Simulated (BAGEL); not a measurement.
# One shape, several levels: singlet C3H5O−

Wanted: a comparison of 6 runs (HF/STO-3G, HF/6-311+G**, B3LYP/6-31G*, B3LYP/6-311+G**, PBE0/6-311+G**, RI-MP2/6-311+G**) of singlet C3H5O−. 

The results are computed with BAGEL 1.2.2.

2 further runs of the same task are left out: 2 set aside as unsound or not needed.

**1. The system as given**

C3H5O−: 9 atoms, total charge -1, spin state singlet. As SMILES of the parent species, `[CH2]OC=C`. The shape is that of a PBE0-D4/def2-TZVP optimisation. This is one conformer, not always the lowest. That shape belongs to the parent species and isn't relaxed for this state.

Bond lengths: C1–O2 1.351 Å, O2–C3 1.354 Å, C3–C4 1.324 Å, C1–H5 1.078 Å, C1–H6 1.084 Å, C3–H7 1.087 Å, C4–H8 1.080 Å, C4–H9 1.082 Å. Angles: C1–O2–C3 118.2°, O2–C3–C4 121.9°, O2–C1–H5 114.0°, O2–C1–H6 118.6°, O2–C3–H7 115.0°, C4–C3–H7 123.1°, C3–C4–H8 119.5°, C3–C4–H9 121.5°, H5–C1–H6 122.9°, H8–C4–H9 119.0°.

**2. A single-point energy at HF/STO-3G (density fitting with qzvpp-jkfit) (run 1)**

job.json reads:

```json
{ "bagel" : [

{
  "title" : "molecule",
  "basis" : "sto-3g",
  "df_basis" : "qzvpp-jkfit",
  "angstrom" : "true",
  "geometry" : [
    { "atom" : "C", "xyz" : [   -0.140400,    1.803800,   -0.142100 ] },
    { "atom" : "O", "xyz" : [    0.253500,    0.580100,   -0.556500 ] },
    { "atom" : "C", "xyz" : [   -0.009700,   -0.482000,    0.241800 ] },
    { "atom" : "C", "xyz" : [    0.367700,   -1.709400,   -0.080700 ] },
    { "atom" : "H", "xyz" : [   -0.005300,    2.580300,   -0.878200 ] },
    { "atom" : "H", "xyz" : [   -0.871000,    1.870300,    0.655300 ] },
    { "atom" : "H", "xyz" : [   -0.548900,   -0.247300,    1.156500 ] },
    { "atom" : "H", "xyz" : [    0.133900,   -2.529400,    0.582600 ] },
    { "atom" : "H", "xyz" : [    0.908500,   -1.912600,   -0.995900 ] }
  ]
},
{
  "title" : "hf",
  "charge" : -1
},
{
  "title" : "print",
  "file" : "orbitals.molden",
  "orbitals" : "true"
}

]}
```

Command:

```
$ BAGEL_NUM_THREADS=1 BAGEL job.json > job.out
```

The log of the run:

```text
* using 1 threads per process

  ===============================================================
  ===============================================================

  *** Geometry ***

  { "atom" : "C", "xyz" : [     -0.265318,      3.408688,     -0.268530 ] },
  { "atom" : "O", "xyz" : [      0.479046,      1.096230,     -1.051633 ] },
  { "atom" : "C", "xyz" : [     -0.018330,     -0.910848,      0.456936 ] },
  { "atom" : "C", "xyz" : [      0.694852,     -3.230298,     -0.152501 ] },
  { "atom" : "H", "xyz" : [     -0.010016,      4.876060,     -1.659557 ] },
  { "atom" : "H", "xyz" : [     -1.645951,      3.534355,      1.238338 ] },
  { "atom" : "H", "xyz" : [     -1.037271,     -0.467329,      2.185468 ] },
  { "atom" : "H", "xyz" : [      0.253034,     -4.779873,      1.100954 ] },
  { "atom" : "H", "xyz" : [      1.716816,     -3.614290,     -1.881978 ] },

  Number of auxiliary basis functions:      392

  Since a DF basis is specified, we compute 2- and 3-index integrals:
    o Being stored without compression. Storage requirement is 0.002 GB

  Number of basis functions:       25
  Number of electrons      :       31

    * METHOD: MOLECULE                             0.11

  *** RHF ***

  === Nuclear Repulsion ===
   112.9822876675

      * DIIS with orbital gradients will be used.

  === RHF iteration (sto-3g) ===
      0       -188.53117354          0.01738486           0.01
      1       -188.59421928          0.00619627           0.01
      2       -188.60148500          0.00163132           0.01
      3       -188.60219466          0.00041180           0.01
      4       -188.60227378          0.00018191           0.01
      5       -188.60228778          0.00007352           0.01
      6       -188.60229130          0.00002187           0.01
      7       -188.60229158          0.00000728           0.01
      8       -188.60229162          0.00000182           0.01
      9       -188.60229162          0.00000048           0.01
     10       -188.60229162          0.00000015           0.01
     11       -188.60229162          0.00000006           0.01
     12       -188.60229162          0.00000002           0.01
     13       -188.60229162          0.00000001           0.01
    * SCF iteration converged.

    * Permanent dipole moment:
           (    0.146265,     1.469045,    -0.199183) a.u.

    * METHOD: HF                                   0.15

    * METHOD: PRINT                                0.00

  ===============================================================
```

It took 0.38 s on 1 thread of Arm Neoverse V1, shared host.

**3. A single-point energy at HF/6-311+G(d,p) (density fitting with qzvpp-jkfit) (run 2)**

input.json reads:

```json
{ "bagel" : [

{
  "title" : "molecule",
  "basis" : "6-311+gss.json",
  "df_basis" : "qzvpp-jkfit",
  "angstrom" : true,
  "geometry" : [
    { "atom" : "C", "xyz" : [      -0.140400,       1.803800,      -0.142100 ] },
    { "atom" : "O", "xyz" : [       0.253500,       0.580100,      -0.556500 ] },
    { "atom" : "C", "xyz" : [      -0.009700,      -0.482000,       0.241800 ] },
    { "atom" : "C", "xyz" : [       0.367700,      -1.709400,      -0.080700 ] },
    { "atom" : "H", "xyz" : [      -0.005300,       2.580300,      -0.878200 ] },
    { "atom" : "H", "xyz" : [      -0.871000,       1.870300,       0.655300 ] },
    { "atom" : "H", "xyz" : [      -0.548900,      -0.247300,       1.156500 ] },
    { "atom" : "H", "xyz" : [       0.133900,      -2.529400,       0.582600 ] },
    { "atom" : "H", "xyz" : [       0.908500,      -1.912600,      -0.995900 ] }
  ]
},

{
  "title" : "hf",
  "charge" : -1
},

{
  "title" : "print",
  "file" : "orbitals.molden",
  "orbitals" : true
}

]}
```

The basis set 6-311+G** is read from a file made from the Basis Set Exchange's data (not shown).

Command:

```
$ BAGEL_NUM_THREADS=1 BAGEL input.json > input.out
```

The log of the run:

```text
* using 1 threads per process

  ===============================================================
  ===============================================================

  *** Geometry ***

  { "atom" : "C", "xyz" : [     -0.265318,      3.408688,     -0.268530 ] },
  { "atom" : "O", "xyz" : [      0.479046,      1.096230,     -1.051633 ] },
  { "atom" : "C", "xyz" : [     -0.018330,     -0.910848,      0.456936 ] },
  { "atom" : "C", "xyz" : [      0.694852,     -3.230298,     -0.152501 ] },
  { "atom" : "H", "xyz" : [     -0.010016,      4.876060,     -1.659557 ] },
  { "atom" : "H", "xyz" : [     -1.645951,      3.534355,      1.238338 ] },
  { "atom" : "H", "xyz" : [     -1.037271,     -0.467329,      2.185468 ] },
  { "atom" : "H", "xyz" : [      0.253034,     -4.779873,      1.100954 ] },
  { "atom" : "H", "xyz" : [      1.716816,     -3.614290,     -1.881978 ] },

  Number of auxiliary basis functions:      392

  Since a DF basis is specified, we compute 2- and 3-index integrals:
    o Being stored without compression. Storage requirement is 0.044 GB

  Number of basis functions:      118
  Number of electrons      :       31

    * METHOD: MOLECULE                             0.20

  *** RHF ***

  === Nuclear Repulsion ===
   112.9822876675

      * DIIS with orbital gradients will be used.

  === RHF iteration (6-311+gss.json) ===
      0       -190.83442515          0.02852416           0.05
      1       -190.28666254          0.03598406           0.05
      2       -191.20872020          0.00983140           0.06
      3       -191.25922223          0.00320937           0.06
      4       -191.26733424          0.00076420           0.06
      5       -191.26823975          0.00036592           0.06
      6       -191.26833148          0.00020648           0.06
      7       -191.26835500          0.00004635           0.06
      8       -191.26835813          0.00002246           0.06
      9       -191.26835873          0.00000506           0.06
     10       -191.26835878          0.00000225           0.06
     11       -191.26835880          0.00000109           0.06
     12       -191.26835880          0.00000045           0.06
     13       -191.26835880          0.00000018           0.06
     14       -191.26835880          0.00000008           0.06
     15       -191.26835880          0.00000004           0.06
     16       -191.26835880          0.00000002           0.05
     17       -191.26835880          0.00000001           0.06
    * SCF iteration converged.

    * Permanent dipole moment:
           (    0.182202,     2.402792,    -0.141394) a.u.

    * METHOD: HF                                   1.16

    * METHOD: PRINT                                0.03

  ===============================================================
```

It took 1.5 s on 1 thread of Arm Neoverse V1, shared host; peak memory 0.13 GiB.

Runs 3 to 5 aren't shown in full; the table further down has their settings and results.

**4. The energy at RI-MP2/6-311+G(d,p) (density fitting with qzvpp-jkfit) (run 6)**

calc.json reads:

```json
{ "bagel": [

{
  "title": "molecule",
  "basis": "6-311+gss.json",
  "df_basis": "qzvpp-jkfit",
  "angstrom": true,
  "geometry": [
    { "atom": "C", "xyz": [      -0.140400,       1.803800,      -0.142100 ] },
    { "atom": "O", "xyz": [       0.253500,       0.580100,      -0.556500 ] },
    { "atom": "C", "xyz": [      -0.009700,      -0.482000,       0.241800 ] },
    { "atom": "C", "xyz": [       0.367700,      -1.709400,      -0.080700 ] },
    { "atom": "H", "xyz": [      -0.005300,       2.580300,      -0.878200 ] },
    { "atom": "H", "xyz": [      -0.871000,       1.870300,       0.655300 ] },
    { "atom": "H", "xyz": [      -0.548900,      -0.247300,       1.156500 ] },
    { "atom": "H", "xyz": [       0.133900,      -2.529400,       0.582600 ] },
    { "atom": "H", "xyz": [       0.908500,      -1.912600,      -0.995900 ] }
  ]
},

{ "title": "hf", "charge": -1 },

{ "title": "mp2", "charge": -1, "ncore": 4 }

]}
```

The basis set 6-311+G** is read from a file made from the Basis Set Exchange's data (not shown).

Command:

```
$ BAGEL_NUM_THREADS=1 BAGEL calc.json > calc.out
```

The log of the run:

```text
* using 1 threads per process

  ===============================================================
  ===============================================================

  *** Geometry ***

  { "atom" : "C", "xyz" : [     -0.265318,      3.408688,     -0.268530 ] },
  { "atom" : "O", "xyz" : [      0.479046,      1.096230,     -1.051633 ] },
  { "atom" : "C", "xyz" : [     -0.018330,     -0.910848,      0.456936 ] },
[... 5 lines of this table left out ...]
  { "atom" : "H", "xyz" : [      1.716816,     -3.614290,     -1.881978 ] },

  Number of auxiliary basis functions:      392

  Since a DF basis is specified, we compute 2- and 3-index integrals:
    o Being stored without compression. Storage requirement is 0.044 GB

  Number of basis functions:      118
  Number of electrons      :       31

    * METHOD: MOLECULE                             0.21

  *** RHF ***

  === Nuclear Repulsion ===
   112.9822876675

      * DIIS with orbital gradients will be used.

  === RHF iteration (6-311+gss.json) ===
      0       -190.83442515          0.02852416           0.06
      1       -190.28666254          0.03598406           0.06
      2       -191.20872020          0.00983140           0.06
[... 14 lines of this table left out ...]
     17       -191.26835880          0.00000001           0.06
    * SCF iteration converged.

    * Permanent dipole moment:
           (    0.182202,     2.402792,    -0.141394) a.u.

    * METHOD: HF                                   1.20

  *** RHF ***

  === Nuclear Repulsion ===
   112.9822876675

      * DIIS with orbital gradients will be used.

  === RHF iteration (6-311+gss.json) ===
      0       -191.26835880          0.00000001           0.06
    * SCF iteration converged.

    * Permanent dipole moment:
           (    0.182204,     2.402792,    -0.141394) a.u.

  === DF-MP2 calculation ===

    * freezing 4 orbitals
    * 3-index integral transformation done
    * assembly done

      MP2 correlation energy:   -0.6526966995      0.06

      MP2 total energy:       -191.9210554994

    * METHOD: MP2                                  0.20

  ===============================================================
```

Wall time 1.8 s (1 thread of Arm Neoverse V1, shared host); peak memory 0.13 GiB.

**5. Overview of the runs**

```tsv
run	level	frozen core orbitals	energy (Eh)	HOMO energy (eV)	LUMO energy (eV)	HOMO–LUMO gap (eV)	wall time
1	HF/STO-3G (density fitting with qzvpp-jkfit)	–	-188.602292	5.25	15.24	9.99	0.38 s
2	HF/6-311+G** (density fitting with qzvpp-jkfit)	–	-191.268359	0.19	5.12	4.93	1.5 s
3	B3LYP/6-31G* (density fitting with qzvpp-jkfit, spherical functions)	–	-192.383563	4.00	6.87	2.87	7.2 s
4	B3LYP/6-311+G** (density fitting with qzvpp-jkfit)	–	-192.498261	2.00	3.71	1.70	13 s
5	PBE0/6-311+G** (density fitting with qzvpp-jkfit)	–	-192.257734	1.93	3.93	2.00	13 s
6	RI-MP2/6-311+G** (density fitting with qzvpp-jkfit)	4	-191.921055	–	–	–	1.8 s
```

**6. Summary of results**

```
                                          quantity          value
                               run 6: total energy  -191.92106 Eh
run 6: correlation energy (4 core orbitals frozen)     -652.7 mEh
```

Over runs 1, 2, 3, 4, 5 the HOMO–LUMO gap runs from 1.70 eV (B3LYP/6-311+G**) to 9.99 eV (HF/STO-3G). The two ends differ in method and basis. The empty levels of an anion lie above zero and hang on the basis. Totals of different functionals can't be ranked against each other. In runs 1, 2, 3, 4, 5 the HOMO lies above zero, so the outermost electron may be held by the basis alone. In run 1 the basis is minimal, so the values are rough. All runs together took 37 s, the longest 13 s.
